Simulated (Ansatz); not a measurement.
Input for Ansatz (development build ahead of 0.2.0):

```yaml
crystal:
  periodic: [false, false, false]
  atoms:
    - { symbol: C, position_ang: [0.0, 0.0, -0.89579] }
    - { symbol: Cl, position_ang: [0.0, 0.0, 0.89579] }
basis:
  gaussian: { orbitals: def2-SVP }
magnetization:
  initial_magnetization: 1
hamiltonian:
  xc: hf
correlation:
  method: mp2
  frozen_orbitals: { C: 1, Cl: 5 }
```

The input is written out in the form of the current development build from the run's settings. Correlation on restricted open-shell orbitals is semicanonical, with singles.

The run gave:

```
Converged                                                          : yes
Reference energy                                                   : -497.03330 hartree
Correlation energy                                                 : -0.21996 hartree
Total energy                                                       : -497.25325 hartree
Spin squared of the determinant                                    : 0.750
Stability test                                                     : minimum among restricted orbitals
Occupied orbitals by symmetry in an Abelian subgroup (alpha; beta) : 7 A1 3 B1 2 B2; 7 A1 2 B1 2 B2
```

Messages of the program:
```
mean field -13524.96499938 eV, -497.0332961766 hartree, gradient 4.0e-6 eV, S^2 0.750000; 2 other ends of a descent, 0 dependent functions left out
```
